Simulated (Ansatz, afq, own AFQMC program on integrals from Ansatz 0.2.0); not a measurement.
Integrals from Ansatz 0.2.0, then the random walk in our own AFQMC program (afq).

```yaml
crystal:
  periodic: [false, false, false]
  atoms:
    - {symbol: Si, position_ang: [0.025157, -0.096377, 0.597723]}
    - {symbol: O, position_ang: [-0.094714, 0.094069, -1.040960]}
    - {symbol: H, position_ang: [0.079727, 1.161161, 1.408550]}
    - {symbol: H, position_ang: [0.722716, 0.031127, -1.540129]}
basis:
  gaussian: {orbitals: cc-pVDZ}
magnetization: {spin_polarized: true, initial_magnetization: 2}
correlation: {method: ccsd_t, electrons: outside_noble_gas, hamiltonian_folder: ham}
```

```sh
$ ansatz run in.yaml --threads 1 --pin off --events-out ev --progress --plain --max-ram 1382MiB
```

Options of the walk:

```
--method free --trial cisd --walkers 60 --time-step 0.03 --max-blocks 80 --target-error 0.00042 --factor-cut 1e-05 --seed 6674 --times 0,0.21,0.42,0.81,1.2,1.8,2.4,3 --taylor-order 8
```

Times are imaginary, in 1/Eh. The walk had a cap of 1252 s.

afq prints:

```
orbitals 36  electrons 7 5  factors 271 of 399
reference energy -364.90745417 Eh
CCSD correlation -0.27376144 Eh in 12 cycles, weight of the determinant in the CISD state 0.8994
repeat  energy at the last time / Eh  error
    10  -365.188100  0.001069
    20  -365.188634  0.001051
    30  -365.188621  0.000854
    40  -365.189231  0.000958
    50  -365.189081  0.000781
    60  -365.188913  0.000670
    70  -365.188916  0.000616
    80  -365.188859  0.000604
time / (1/Eh)  energy / Eh  error  mean overlap
  0.00  -365.181663  0.000328  1.1136
  0.21  -365.185330  0.000285  1.1174
  0.42  -365.186632  0.000307  1.1242
  0.81  -365.187892  0.000308  1.1250
  1.20  -365.187628  0.000384  1.1384
  1.80  -365.188619  0.000416  1.1414
  2.40  -365.189132  0.000609  1.1394
  3.00  -365.188859  0.000604  1.1430
energy -365.188859 +/- 0.000604 Eh
```

The run passed its tests (error under three times the target), which doesn't prove that it has relaxed.

Against this walk (error 16.4 meV) on the same determinant: CCSD(T) 39.7 meV higher, CCSDT(Q) 1.5 meV higher (within the noise). The error is statistical, and a free projection of finite length keeps a remainder of its start.

Cautions: remainder of the start not in the error; error above the target (16.4 against 11.4 meV); lower spins were not checked.

The walk took 4.1 min on 1 thread of Arm Neoverse V2, on a shared host. The log's last line is the free-projection energy.

CCSDT and higher add their correlation energy to the determinant of the CCSD(T) run, since their own runs factorise the integrals more tightly (a shift of under 2 meV).
